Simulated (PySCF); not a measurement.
C₄H₈N (doublet state).
Atom-mapped SMILES: `[CH3:1][CH:2]/[CH:3]=[N:4]\[CH3:5]` (hydrogens: H6, H7, H8 on C1; H9 on C2; H10 on C3; H11, H12, H13 on C5)

Cartesian coordinates in Å at the GFN2-xTB level; atoms count from 1:
```xyz
13
C4H8N angstrom
C      2.081   -0.410   -0.468
C      0.662   -0.281   -0.072
C     -0.118    0.816   -0.388
N     -1.370    1.051   -0.101
C     -2.139    0.107    0.642
H      2.415    0.459   -1.030
H      2.227   -1.305   -1.077
H      2.714   -0.527    0.415
H      0.239   -1.101    0.491
H      0.352    1.615   -0.957
H     -1.716   -0.077    1.637
H     -3.143    0.516    0.757
H     -2.208   -0.861    0.132
```

The hyperfine couplings belong to this conformer and change with its torsions.

Computed, not measured: UKS B3LYP, pcH-1 on C H N, non-relativistic, mean-field spin-orbit, GIAO (PySCF 2.14.0). Isolated species at its GFN2-xTB geometry (one conformer only). GFN2-xTB frequencies show an imaginary mode (51i cm⁻¹), so this geometry is no minimum at that level. A GFN2-xTB geometry isn't a minimum of the functional, and hyperfine couplings can be far from their values at a DFT geometry. No stability test was run, so a lower SCF solution isn't excluded. ⟨S²⟩ is 0.775 where a pure state has 0.75.

Where do the isotropic ENDOR lines of N4, H6/H7/H8, H11/H12/H13, H9 and H10 fall at 1211.6 mT, to first order?

For S = 1/2 in fast tumbling each set of equivalent nuclei gives two lines, ν± = |νn ± a/2| to first order, with νn = g_N μN B/h and μN/h = 7.62259 MHz/T.

```json
{"nuclei": "N4", "isotope": "14N", "g_N": "0.4038", "νn (MHz)": "3.73", "a_iso (MHz)": "20.65", "lower line (MHz)": "6.60", "upper line (MHz)": "14.06"}
{"nuclei": "H6/H7/H8", "isotope": "1H", "g_N": "5.5857", "νn (MHz)": "51.59", "a_iso (MHz)": "55.61", "lower line (MHz)": "23.78", "upper line (MHz)": "79.39"}
{"nuclei": "H11/H12/H13", "isotope": "1H", "g_N": "5.5857", "νn (MHz)": "51.59", "a_iso (MHz)": "42.35", "lower line (MHz)": "30.41", "upper line (MHz)": "72.76"}
{"nuclei": "H9", "isotope": "1H", "g_N": "5.5857", "νn (MHz)": "51.59", "a_iso (MHz)": "-41.47", "lower line (MHz)": "30.85", "upper line (MHz)": "72.32"}
{"nuclei": "H10", "isotope": "1H", "g_N": "5.5857", "νn (MHz)": "51.59", "a_iso (MHz)": "8.48", "lower line (MHz)": "47.35", "upper line (MHz)": "55.83"}
```

Which pairs are centred on the nuclear Larmor frequency, and which on half the coupling?

Centred on νn, since |a| < 2νn: H6/H7/H8, H11/H12/H13, H9 and H10. Centred on |a|/2 and split by 2νn: N4.

Nuclei that the bonding pattern makes equivalent are averaged, as if the motion that swaps them (rotation, inversion, ring flip) were fast. The three 1H nuclei of mean +55.6 MHz run from 1.8 to 82.7 MHz in the frozen geometry. The three 1H nuclei of mean +42.3 MHz run from 0.1 to 63.5 MHz in the frozen geometry.

The largest Mulliken spin populations are on C2 (+0.69), N4 (+0.53) and C3 (-0.23). The angles at C2 add up to 360.0°, so it is planar; its axial dipolar tensor and the negative coupling of its proton fit spin in a p orbital normal to that plane.
